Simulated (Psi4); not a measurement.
# AlH2ClO (SMILES [OH][AlH][Cl]) at B3LYP/aug-cc-pVDZ

What is the vertical ionisation energy of AlH2ClO at B3LYP/aug-cc-pVDZ? 

The calculation is run with Psi4 1.11.

### Step 1. The system as given

The species is AlH2ClO (5 atoms), meant as a singlet with charge 0. As SMILES, `[OH][AlH][Cl]`. Geometry: relaxed at PBE0-D4/def2-TZVP. This is one conformer, not always the lowest.

Bond lengths: O1–Al2 1.684 Å, Al2–Cl3 2.096 Å, O1–H4 0.956 Å, Al2–H5 1.563 Å. Angles: O1–Al2–Cl3 119.8°, O1–Al2–H5 119.3°, Cl3–Al2–H5 120.9°, Al2–O1–H4 124.3°.

### Step 2. Energy and gradient at B3LYP/aug-cc-pVDZ

Input file job.inp:

```
memory 1600 mb

molecule {
  0 1
  O     -1.110100     0.370900    -0.514400
  Al     0.431000     0.184900     0.137500
  Cl     1.114900    -1.725400     0.662800
  H     -1.719500    -0.349100    -0.669500
  H      1.333500     1.445000     0.342200
  units angstrom
  symmetry c1
  no_reorient
  no_com
}

set basis aug-cc-pVDZ
set puream true
set e_convergence 1e-09
set d_convergence 1e-08
set scf_type pk
set dft_radial_points 99
set dft_spherical_points 590

e_tot, wfn = gradient("b3lyp", return_wfn=True)
oeprop(wfn, "QUADRUPOLE", "WIBERG_LOWDIN_INDICES", "DIPOLE")
```

Started as:

```console
$ psi4 job.inp job.out -n 1
```

job.out (excerpt; [...] marks lines left out):

```text
[...]
  Running in c1 symmetry.
[...]
  Nuclear repulsion =  129.301590769676494
[...]
  Multiplicity = 1
[...]
  Nalpha       = 20
  Nbeta        = 20
[...]
    Number of basis functions: 95
[...]
   @RKS iter   1:  -778.94813253045595   -2.97735e-01   8.75811e-03 ADIIS/DIIS
[...]
   @RKS iter  11:  -779.22804420879538   -6.25278e-12   7.66149e-09 DIIS
[...]
    Orbital Energies [Eh]
    ---------------------
    Doubly Occupied:
       1A   -101.536334     2A    -56.102501     3A    -19.153741
       4A     -9.456318     5A     -7.214828     6A     -7.211267
       7A     -7.210509     8A     -4.184341     9A     -2.740714
      10A     -2.737123    11A     -2.733822    12A     -0.998416
      13A     -0.819492    14A     -0.527525    15A     -0.425505
      16A     -0.370209    17A     -0.353613    18A     -0.347262
      19A     -0.334700    20A     -0.326485
[...]
  @RKS Final Energy:  -779.22804420879538
   => Energetics <=
    Nuclear Repulsion Energy =            129.3015907696764941
    One-Electron Energy =               -1335.1203631380203660
    Two-Electron Energy =                 472.0107265452762704
    DFT Exchange-Correlation Energy =     -45.4199983857279079
    Empirical Dispersion Energy =           0.0000000000000000
    VV10 Nonlocal Energy =                  0.0000000000000000
    Total Energy =                       -779.2280442087954953
[...]
  -Total Gradient:
     Atom            X                  Y                   Z
    ------   -----------------  -----------------  -----------------
       1        0.013835851059    -0.004922835891     0.006268841366
       2       -0.012677393339    -0.010517758554    -0.003797374452
       3       -0.004536066331     0.012662200467    -0.003485954232
       4        0.003478749673     0.003106507177     0.001016388117
       5       -0.000122613246    -0.000346799796    -0.000008274347
[...]
 Multipole Moments:
 ------------------------------------------------------------------------------------
     Multipole            Electronic (a.u.)      Nuclear  (a.u.)        Total (a.u.)
 ------------------------------------------------------------------------------------
 L = 1.  Multiply by 2.5417464519 to convert [e a0] to [Debye]
 Dipole X            :        -29.1418602           28.8929676           -0.2488926
 Dipole Y            :         43.2098309          -43.2085879            0.0012430
 Dipole Z            :        -16.3767434           16.2754552           -0.1012882
 Magnitude           :                                                    0.2687162
 L = 2.  Multiply by 1.3450342976 to convert [e a0^2] to [Debye ang]
 Quadrupole XX       :       -159.6957470          136.1982905          -23.4974565
 Quadrupole XY       :        118.2751532         -115.8193917            2.4557615
[...]
```

Wall time 25 s (1 thread of Intel Xeon 6975P-C (Granite Rapids), shared host); peak memory 0.82 GiB.

### Step 3. The doublet cation at the same level

Input file job.in:

```
memory 1600 mb

molecule {
  1 2
  O     -2.09778497     0.70089942    -0.97207512
  Al     0.81447196     0.34941036     0.25983734
  Cl     2.10685566    -3.26053346     1.25251048
  H     -3.24938407    -0.65970339    -1.26517164
  H      2.51994979     2.73065425     0.64666428
  units bohr
  symmetry c1
  no_reorient
  no_com
}

set {
  basis aug-cc-pVDZ
  reference uks
  puream true
  e_convergence 1e-09
  d_convergence 1e-08
  scf_type pk
  dft_radial_points 99
  dft_spherical_points 590
  maxiter 200
}

e, wfn = gradient('b3lyp', return_wfn=True)
oeprop(wfn, 'WIBERG_LOWDIN_INDICES', 'QUADRUPOLE', 'LOWDIN_CHARGES')
```

Started as:

```console
$ psi4 -i job.in -o job.out -n 1
```

job.out (excerpt; [...] marks lines left out):

```text
[...]
  Running in c1 symmetry.
[...]
  Nuclear repulsion =  129.301590710630848
[...]
  Multiplicity = 2
[...]
  Nalpha       = 20
  Nbeta        = 19
[...]
    Number of basis functions: 95
[...]
   @UKS iter   1:  -778.51202118313540    1.38376e-01   8.59467e-03 DIIS/ADIIS
[...]
   @UKS iter  18:  -778.80850191043589   -1.14824e-11   9.18045e-09 DIIS
[...]
   @S^2 Observed:                7.582112584E-01
[...]
  @UKS Final Energy:  -778.80850191043589
   => Energetics <=
    Nuclear Repulsion Energy =            129.3015907106308475
    One-Electron Energy =               -1324.5608449121141348
    Two-Electron Energy =                 461.5978018817087332
    DFT Exchange-Correlation Energy =     -45.1470495906612257
    Empirical Dispersion Energy =           0.0000000000000000
    VV10 Nonlocal Energy =                  0.0000000000000000
    Total Energy =                       -778.8085019104358935
[...]
  -Total Gradient:
     Atom            X                  Y                   Z
    ------   -----------------  -----------------  -----------------
       1        0.010541673136    -0.002683872719     0.004640471236
       2       -0.005316733188    -0.017289347746     0.000065137581
       3       -0.007153774318     0.018301689674    -0.005277681018
       4        0.012951947862     0.007641109232     0.004289433300
       5       -0.011044809674    -0.005986693188    -0.003724028243
[...]
 Multipole Moments:
 ------------------------------------------------------------------------------------
     Multipole            Electronic (a.u.)      Nuclear  (a.u.)        Total (a.u.)
 ------------------------------------------------------------------------------------
 L = 1.  Multiply by 2.5417464519 to convert [e a0] to [Debye]
 Dipole X            :        -28.1079158           28.8929677            0.7850518
 Dipole Y            :         42.3700362          -43.2085879           -0.8385517
 Dipole Z            :        -15.8738933           16.2754553            0.4015620
 Magnitude           :                                                    1.2168514
 L = 2.  Multiply by 1.3450342976 to convert [e a0^2] to [Debye ang]
 Quadrupole XX       :       -151.7257087          136.1982906          -15.5274181
 Quadrupole XY       :        116.0627730         -115.8193920            0.2433810
[...]
```

Run time: 36 s. Hardware: 1 thread of Intel Xeon 6975P-C (Granite Rapids), shared host; peak memory 0.84 GiB.

### Step 4. Outcome

Level: B3LYP/aug-cc-pVDZ.

| quantity | value |
| --- | --- |
| singlet AlH2ClO: total energy | -779.22804 Eh |
| singlet AlH2ClO: dipole moment | 0.68 D |
| singlet AlH2ClO: HOMO energy | -8.88 eV |
| singlet AlH2ClO: LUMO energy | -1.13 eV |
| singlet AlH2ClO: HOMO–LUMO gap | 7.75 eV |
| singlet AlH2ClO: largest force on an atom | 0.869 eV/Å |
| doublet cation: total energy | -778.80850 Eh |
| doublet cation: HOMO energy (highest over α and β) | -15.50 eV |
| doublet cation: LUMO energy (lowest over α and β) | -13.92 eV |
| doublet cation: ⟨S²⟩ | 0.758 |
| doublet cation: largest force on an atom | 1.046 eV/Å |
| vertical ionisation energy (to the doublet cation) | 11.416 eV |

In words: Removing an electron at fixed nuclei costs 11.42 eV (263 kcal/mol). The largest force (singlet AlH2ClO) is 0.87 eV/Å: the shape isn't a stationary point for this species at this level. −ε(HOMO) before ionisation, 8.88 eV, is 2.53 eV below this ionisation energy.
